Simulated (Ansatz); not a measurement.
# CH4BF: the cost of one run

Method: RKS B3LYP-D4/def2-mTZVP, in Ansatz 0.2.0.

## 1. Starting point

Bond lengths: B1–C2 1.600 Å, C2–H3 1.110 Å, C2–H4 1.110 Å, C2–H5 1.110 Å, B1–F6 1.320 Å, B1–H7 1.190 Å. Angles: B1–C2–H3 109.5°, B1–C2–H4 109.5°, B1–C2–H5 109.5°, H3–C2–H4 109.4°, H3–C2–H5 109.4°, H4–C2–H5 109.4°, C2–B1–F6 120.0°, C2–B1–H7 120.0°, F6–B1–H7 120.0°.

Structure file:

```xyz
7

B     0.0000    0.0000    0.0000
C     0.0000    0.0000    1.6000
H    -0.9996   -0.3092    1.9705
H     0.7676   -0.7111    1.9705
H     0.2320    1.0203    1.9705
F     1.1431    0.0000   -0.6600
H    -1.0305    0.0000   -0.5950
```

## 2. Relaxing the start

Input file input.yaml:

```yaml
crystal:
  periodic: [false, false, false]
  atoms:
    - { symbol: B, position_ang: [0.0, 0.0, 0.0] }
    - { symbol: C, position_ang: [0.0, 0.0, 1.6] }
    - { symbol: H, position_ang: [-0.9996, -0.3092, 1.9705] }
    - { symbol: H, position_ang: [0.7676, -0.7111, 1.9705] }
    - { symbol: H, position_ang: [0.232, 1.0203, 1.9705] }
    - { symbol: F, position_ang: [1.1431, 0.0, -0.66] }
    - { symbol: H, position_ang: [-1.0305, 0.0, -0.595] }
basis:
  gaussian: { orbitals: def2-mTZVP }
hamiltonian:
  xc: b3lyp
  dispersion: d4
relax:
  f_tol: 0.02
  max_steps: 40
```

The run is started by

```bash
> ansatz run input.yaml --threads 2 --pin off --max-ram 3072MiB --backend cpu --events-out ev --progress --plain --runs-dir out
```

**Question.** How long does this run take on 2 threads of Arm Neoverse V1, shared host, and how much memory does it need?

About 23 s, with a peak of 0.13 GiB.
